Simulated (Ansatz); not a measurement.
**How methods differ on AlH5O (Al(H2O)H3)**

AlH5O: 7 atoms, total charge 0, spin state singlet. SMILES: `[H][Al]([H])([H])<-[OH2]`. Geometry: a GFN2-xTB relaxation, a rough one for these elements and not checked as a minimum.

```xyz
7

Al    0.0382   -0.0633   -0.8780
O    -0.0249    0.0381    1.0091
H    -0.7347   -0.3195    1.5558
H     0.5880    0.5682    1.5313
H     1.6072   -0.0401   -0.9784
H    -0.7357    1.2458   -1.2695
H    -0.7379   -1.4292   -0.9703
```

Quantity: the energy change with the Al1–H5 bond stretched from 1.572 to 2.359 Å, in eV. The values are calculated.

```json
{"level": "HF/STO-3G (restricted)", "kind": "Hartree–Fock", "program": "Ansatz", "value (eV)": "4.12", "less FCI/STO-3G": "+0.83", "CPU time (all runs)": "0.16 s"}
{"level": "revPBE/STO-3G (restricted)", "kind": "GGA", "program": "Ansatz", "value (eV)": "2.96", "less FCI/STO-3G": "-0.33", "CPU time (all runs)": "2.1 s"}
{"level": "PBE0/STO-3G (restricted)", "kind": "global hybrid", "program": "Ansatz", "value (eV)": "3.36", "less FCI/STO-3G": "+0.07", "CPU time (all runs)": "2.1 s"}
{"level": "wB97X/STO-3G (restricted)", "kind": "range-separated hybrid", "program": "Ansatz", "value (eV)": "3.52", "less FCI/STO-3G": "+0.23", "CPU time (all runs)": "9.8 s"}
{"level": "RPA@PBE/STO-3G (restricted)", "kind": "RPA", "program": "Ansatz", "value (eV)": "3.19", "less FCI/STO-3G": "-0.10", "CPU time (all runs)": "3.1 s"}
{"level": "MP2/STO-3G (restricted)", "kind": "perturbation theory", "program": "Ansatz", "value (eV)": "3.67", "less FCI/STO-3G": "+0.38", "CPU time (all runs)": "0.18 s"}
{"level": "BCCD(T)/STO-3G (restricted)", "kind": "coupled cluster or CI", "program": "Ansatz", "value (eV)": "3.29", "less FCI/STO-3G": "0.00", "CPU time (all runs)": "0.28 s"}
{"level": "FCI/STO-3G", "kind": "exact in the basis", "program": "Ansatz", "value (eV)": "3.29", "less FCI/STO-3G": "0.00", "CPU time (all runs)": "21 s"}
```

FCI/STO-3G is exact within its basis and frozen core, so for wave-function methods in that basis the difference is their error; functionals converge differently with the basis, so for them it is only a difference. A spin-restricted reference rises too steeply as a bond breaks; here HF/STO-3G lie well above the multireference or unrestricted value. The first shape isn't each level's own minimum. The values span 2.96 to 4.12 eV. All rows use very small basis sets, so none should be taken for the real molecule's value. In so small a basis fixed costs decide the times, and correlated methods can beat functionals. CPU times are rough (shared hosts, several kinds of processor and program).
